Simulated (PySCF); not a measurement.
Species: FH3Si2 (triplet state).
Cartesian coordinates in Å at the GFN2-xTB level; atoms count from 1:
```
atom  x, y, z in Å
F1     2.5838    0.2250    0.2280
Si2    1.4440   -0.7628   -0.4722
Si3   -0.6283    0.0342   -0.0005
H4    -0.9388    1.3779   -0.5134
H5    -0.9954    0.0800    1.4235
H6    -1.4622   -0.9523   -0.6869
```

As a line formula: `F[Si][SiH3]` [triplet].

Method: UKS B3LYP, pcH-1 on F H Si, non-relativistic, mean-field spin-orbit, GIAO in PySCF 2.14.0. Geometry: GFN2-xTB; no solvent, vibrations or thermal averaging. This triplet need not be the ground state; the singlet was not compared here. The geometry wasn't refined by DFT: couplings that depend on bond lengths, twists or pyramidal angles can differ widely from those at the functional's own minimum, by a factor of two or more for some ions and for spin on atoms past the first row.

Give the principal g shifts and their parts.

```
                    Δg (ppm)      1     2     3
relativistic mass correction   -161  -161  -161
            gauge correction     32    32    34
   orbital Zeeman/spin–orbit  -1045   197   576
                       total  -1174    68   450
```

So g = 2.00115, 2.00239, 2.00277 and g_iso = 2.00210; the tensor is rhombic: the two nearest values differ by 23 % of g3 − g1. Axes: g1 points within 11° of the Si2–Si3 bond.

How much does each term add to the isotropic shift?

The mass correction -161, the orbital-Zeeman/spin–orbit term -91 and the gauge correction 33 ppm, for a total of -219 ppm. The mass correction is the largest in size. The mass correction is the same along every axis, so the anisotropy comes from the other two: their spans along these axes are 2 (gauge) and 1621 ppm (orbital Zeeman/spin–orbit).

At 9.444 GHz, how far is the centre of the isotropic spectrum from where a free electron (g = 2.002319) resonates, zero-field splitting left aside?

B = hν/(g μB) with μB/h = 13.99624 MHz/mT gives 336.99 mT for the free electron and 337.02 mT at g_iso, 0.04 mT higher.

What effective moment and Curie constant follow for a powder at temperatures where kT is far above the zero-field splitting?

With the mean of g² = 4.0084 and S(S+1) = 2.00: μ_eff = √(⟨g²⟩S(S+1)) = 2.831 μB and χT = 0.12505·⟨g²⟩·S(S+1) = 1.003 cm³ K/mol (cgs; spin-Hamiltonian part alone).

The Mulliken spin populations are largest on Si2 (+1.57), Si3 (+0.24) and F1 (+0.10).

The HOMO–LUMO gaps are 4.49 eV among the α and 5.45 eV among the β orbitals.
